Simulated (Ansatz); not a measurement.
**Al₂O+ (quartet): wave-function methods side by side, def2-TZVPP**

The task here is to estimate one member of a computed series from the others.

Computed with Ansatz 0.2.0, Gaussian basis. Level: def2-TZVPP, core rule «outside noble gas», up to 11 orbitals frozen.

Plan: UHF; ROHF; CCSD(T) on UHF.

2 further runs of the same task are left out: 2 set aside as unsound or not needed.

### The system

The geometry is a PBE0/def2-TZVP stationary point (not a proven minimum) of the parent state, kept for this charge and spin.

3 atoms, charge 1, spin multiplicity 4.

Atoms are counted from 1 here; the program's logs count them from 0.

Bond lengths: Al1–Al2 2.555 Å, Al2–O3 1.606 Å. Angles: Al1–Al2–O3 180.0°.

Coordinates:

```
Al    0.0000    0.0000    2.2386
Al    0.0000    0.0000   -0.3161
O     0.0000    0.0000   -1.9225
```

Set-up of the first run:

File in.yaml:

```yaml
crystal:
  periodic: [false, false, false]
  atoms:
    - {symbol: Al, position_ang: [0.000000, 0.000000, 2.238600]}
    - {symbol: Al, position_ang: [0.000000, 0.000000, -0.316100]}
    - {symbol: O, position_ang: [0.000000, 0.000000, -1.922500]}
basis:
  gaussian: {orbitals: def2-TZVPP}
total_charge: 1
magnetization: {spin_polarized: true, initial_magnetization: 3}
hamiltonian: {xc: hf}
output: {orbitals: {seedname: orbitals}}
```

Run with:

```bash
ansatz run in.yaml --threads 1 --pin off --events-out ev --progress --plain --max-ram 4096MiB --backend cpu
```

Among the steps run: UHF; ROHF; CCSD(T) on UHF.

One of the session's tables, all rows but one given; the rest of the session is left out.

```
  method  from UCCSD(T) (kJ/mol)
    ROHF                       ?
     UHF                  +765.6
    UMP2                  +100.6
   UCCSD                   +26.6
UCCSD(T)                       0
```

Estimate the missing values for ROHF.

**Answer.** from UCCSD(T) (kJ/mol): +787.2. In the column «from UCCSD(T) (kJ/mol)» it is the highest.
